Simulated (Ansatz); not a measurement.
**fcc Pt**

Computed with r²SCAN in Ansatz (plane waves, PAW).

Settings: plane-wave cutoff 500 eV, 24×24×1 k mesh (along the axes of the cell as run), Fermi–Dirac smearing 0.1 eV, scalar-relativistic PAW data made under PBE.

Cell: relaxed at this level.

```
Item                                  Value
--------------------------------  ---------
surface energy of the (111) face  1.69 J/m²
work function of the (111) face     5.75 eV
```

The slab of 6 atoms is relaxed and unreconstructed.

Spin–orbit coupling is not included.

Computed values are for the static lattice.

It cost around 6 core-minutes (rough) of CPU time.

Ansatz is an electronic-structure program.
